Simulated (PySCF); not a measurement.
SiH₂, SMILES [SiH2] (connectivity only; charge and spin as stated), neutral, multiplicity 1.

Coordinates come from a r2SCAN-D4/def2-TZVPD optimisation. The isomer is the one that the SMILES or the coordinates give; other isomers of the formula were not compared.

Two levels are set side by side: PBE/def2-TZVPD (PySCF) and PBE0/def2-TZVPD (PySCF). Same geometry, gas phase. Differences are taken from unrounded values.

```
quantity                      PBE0
---------------------------  -----
orbital gap (eV)              3.78
highest occupied level (eV)  -6.89
lowest empty level (eV)      -3.11
dipole moment (D)             0.17
mean polarisability (bohr³)   36.1
```

Question: What does PBE give, and how far is it from PBE0? (The exact figures need the calculation; the answer reports its results.)

Answer: 
```
quantity                       PBE  PBE minus PBE0
---------------------------  -----  --------------
orbital gap (eV)              1.82           -1.96
highest occupied level (eV)  -5.86            1.03
lowest empty level (eV)      -4.04           -0.93
dipole moment (D)             0.14           -0.03
mean polarisability (bohr³)   36.9             0.8
```

Without exact exchange PBE keeps part of each electron's self-repulsion, which lifts occupied levels and narrows the gap. Differences between two approximate levels are no errors against the true value.

Rough cost on one machine, each run with all the roots and properties that it gave: PBE0 against PBE within a factor of 2.
